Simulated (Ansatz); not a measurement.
# H2S2 (SMILES SS) at 6 levels

Wanted: a comparison of 6 runs (BLYP/STO-3G, CAM-B3LYP/STO-3G, HSE06/STO-3G, RPA@PBE/STO-3G, CCSD/STO-3G, FCI/STO-3G) of H2S2. 

Program for the calculation: Ansatz 0.2.0.

44 further runs of the same task are left out: 10 that didn't finish, 34 set aside as unsound or not needed.

## 1. Starting point

The species is H2S2 (4 atoms), meant as a singlet with charge 0. SMILES: `SS`. The S2–S1 distance was set to 3.069 Å, away from the relaxed value. At this shape a bond of the SMILES string is far longer than usual.

Bond lengths: S1–H3 1.347 Å, S2–H4 1.347 Å. A long bond or contact: S1–S2 3.069 Å.

## 2. The energy at BLYP/STO-3G (run 1)

Contents of input.yaml:

```yaml
crystal:
  periodic: [false, false, false]
  atoms:
    - {symbol: S, position_ang: [1.146624, -1.744632, 0.216357]}
    - {symbol: S, position_ang: [0.060220, 1.121560, 0.067360]}
    - {symbol: H, position_ang: [0.136724, -2.308012, 0.906547]}
    - {symbol: H, position_ang: [-0.619290, 1.020250, -1.090950]}
basis:
  gaussian:
    orbitals: STO-3G
accuracy: high
hamiltonian:
  xc: {name: BLYP}
```

The run is started by

```
$ ansatz run input.yaml --threads 1 --pin off --max-ram 3480MiB --events-out events.jsonl --progress --plain --runs-dir runs
```

The log of the run:

```text
Warning: RAYON_NUM_THREADS=1 ignored (pool sized by the plan → 1); use --threads N
Functional definition: BLYP
  name "BLYP"
  parameter beta = 0.0042
  parameter a = 0.04918
  parameter b = 0.132
  parameter c = 0.2533
  parameter d = 0.349
  exchange = b88_x(beta = beta)
  correlation = lyp_c(a = a, b = b, c = c, d = d)
318 factors; integrals over basis functions are off by at most 2.1e-8 eV
mean field evaluation 1: about -21457.2623 eV, gradient 3.3e0 eV
mean field evaluation 2: about -21457.2966 eV, gradient 1.6e0 eV
mean field evaluation 4: about -21457.2054 eV, gradient 3.1e0 eV
mean field evaluation 8: about -21457.2929 eV, gradient 3.9e-2 eV
mean field evaluation 16: about -21455.2040 eV, gradient 9.4e-1 eV
mean field -21457.29293458 eV, -788.5409710704 hartree, gradient 1.3e-8 eV, S^2 0.000000; 0 other end points of the search recorded, 0 dependent functions left out
reference -21457.29297120 eV, -788.5409724161 hartree; 17, 17 occupied and 3, 3 virtual orbitals, 318 factors
Total energy: -21457.29297120 eV, -788.5409724161 hartree
```

Run time: 0.5 s. Hardware: 1 thread of Intel Xeon 6975P-C (Granite Rapids), shared host.

## 3. A single-point energy at CAM-B3LYP/STO-3G (run 2)

Contents of molecule.yaml:

```yaml
crystal:
  periodic: [false, false, false]
  atoms:
    - {symbol: S, position_ang: [1.146624, -1.744632, 0.216357]}
    - {symbol: S, position_ang: [0.060220, 1.121560, 0.067360]}
    - {symbol: H, position_ang: [0.136724, -2.308012, 0.906547]}
    - {symbol: H, position_ang: [-0.619290, 1.020250, -1.090950]}
basis:
  gaussian:
    orbitals: STO-3G
hamiltonian:
  xc: {name: CAM-B3LYP}
accuracy: high
```

The run is started by

```
$ ansatz run molecule.yaml --threads 1 --pin off --max-ram 3480MiB --events-out events.jsonl --progress --plain --runs-dir runs
```

The log of the run:

```text
Warning: RAYON_NUM_THREADS=1 ignored (pool sized by the plan → 1); use --threads N
Functional definition: CAM-B3LYP
  name "CAM-B3LYP"
  parameter alpha = 0.19
  parameter beta = 0.46
  parameter omega = 0.33/bohr
  parameter ac = 0.81
  exchange = (1 - alpha - beta)*b88_x + beta*b88_x_sr(omega) + alpha*exact_x + beta*exact_x_lr(omega)
  correlation = (1 - ac)*vwn5_c + ac*lyp_c
318 factors; integrals over basis functions are off by at most 2.1e-8 eV
141 factors; integrals over basis functions are off by at most 1.0e-9 eV
mean field evaluation 1: about -21457.5591 eV, gradient 7.1e0 eV
mean field evaluation 2: about -21457.8074 eV, gradient 2.0e0 eV
mean field evaluation 4: about -21457.8260 eV, gradient 6.8e-2 eV
mean field evaluation 8: about -21457.8057 eV, gradient 1.2e-2 eV
mean field evaluation 16: about -21457.8057 eV, gradient 6.4e-7 eV
mean field -21457.80573038 eV, -788.5598159683 hartree, gradient 3.0e-8 eV, S^2 0.000000; 0 other end points of the search recorded, 0 dependent functions left out
reference -21457.80574346 eV, -788.5598164491 hartree; 17, 17 occupied and 3, 3 virtual orbitals, 318 factors
Total energy: -21457.80574346 eV, -788.5598164491 hartree
```

Wall time 0.54 s (1 thread of Intel Xeon 6975P-C (Granite Rapids), shared host).

Runs 3 to 5 aren't shown in full; the table further down has their settings and results.

## 4. A single-point energy at FCI/STO-3G (run 6)

Contents of in.yaml:

```yaml
basis:
  gaussian:
    orbitals: STO-3G
crystal:
  periodic: [false, false, false]
  atoms:
    - {symbol: S, position_ang: [1.146624, -1.744632, 0.216357]}
    - {symbol: S, position_ang: [0.060220, 1.121560, 0.067360]}
    - {symbol: H, position_ang: [0.136724, -2.308012, 0.906547]}
    - {symbol: H, position_ang: [-0.619290, 1.020250, -1.090950]}
correlation:
  method: fci
  frozen_orbitals: {H: 0, S: 5}
accuracy: high
```

The run is started by

```
$ ansatz run in.yaml --threads 1 --pin off --max-ram 3480MiB --events-out events.jsonl --progress --plain --runs-dir runs
```

The log of the run, cut to the lines that bear on the results:

```text
Warning: RAYON_NUM_THREADS=1 ignored (pool sized by the plan → 1); use --threads N
Functional definition: HF
  name "HF"
[...]
318 factors; integrals over basis functions are off by at most 2.1e-8 eV
[...]
mean field -21423.89631896 eV, -787.3136680831 hartree, gradient 1.3e-8 eV, S^2 0.000000; 0 other end points of the search recorded, 0 dependent functions left out; unrestricted orbitals would lower it
[...]
unrestricted determinant -21426.89057272 eV, -787.4237048794 hartree, S^2 0.9551
10 core orbitals not correlated: weight in the atoms' cores, before any rotation towards them, 1.000 or more for the frozen orbitals, at most 0.000 for the correlated occupied ones
reference -21423.89631896 eV, -787.3136680831 hartree; 7, 7 occupied and 3, 3 virtual orbitals, 318 factors
state -21428.34935132 eV, -787.4773140040 hartree
Total energy: -21428.34935132 eV, -787.4773140040 hartree
```

Wall time 0.24 s (1 thread of Intel Xeon 6975P-C (Granite Rapids), shared host).

## 5. All runs side by side

| run | level | frozen core orbitals | energy (Eh) | wall time |
| --- | --- | --- | --- | --- |
| 1 | BLYP/STO-3G | – | -788.540972 | 0.5 s |
| 2 | CAM-B3LYP/STO-3G | – | -788.559816 | 0.54 s |
| 3 | HSE06/STO-3G | – | -788.327309 | 0.6 s |
| 4 | RPA@PBE/STO-3G | 10 | -787.522653 | 0.68 s |
| 5 | CCSD/STO-3G | 10 | -787.477107 | 0.1 s |
| 6 | FCI/STO-3G | 10 | -787.477314 | 0.24 s |

## 6. Results

| quantity | value |
| --- | --- |
| run 6: total energy | -787.47731 Eh |
| run 6: correlation energy (10 core orbitals frozen) | -163.6 mEh |

What this shows: Against full CI in this basis: CCSD +0.2 mEh. Totals of different functionals can't be ranked against each other. In runs 4, 5 the log says that unrestricted orbitals would lower the reference, so the values rest on an unstable closed-shell determinant (other closed-shell runs at this shape may share the fault). In runs 1, 2, 3, 4, 5, 6 the basis is minimal, so the values are rough. All runs together took 2.7 s, the longest 0.68 s.
